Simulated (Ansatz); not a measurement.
A calculation with Ansatz (development build ahead of 0.2.0).

```yaml
crystal:
  periodic: [false, false, false]
  atoms:
    - { symbol: B, position_ang: [0.0, 0.0, -0.84981] }
    - { symbol: B, position_ang: [0.0, 0.0, 0.84981] }
basis:
  gaussian: { orbitals: cc-pVDZ }
magnetization:
  spin_polarized: true
  initial_magnetization: 2
hamiltonian:
  xc: hf
correlation:
  method: mp2
  frozen_orbitals: { B: 1 }
```

The input is written out in the form of the current development build from the run's settings.

Output:

```yaml
Converged: yes
Reference_energy: -49.13338 hartree
Correlation_energy: -0.08386 hartree
Total_energy: -49.21724 hartree
Spin_squared_of_the_determinant: 2.868
```

Caution: the unrestricted determinant is a mixture of spin states.
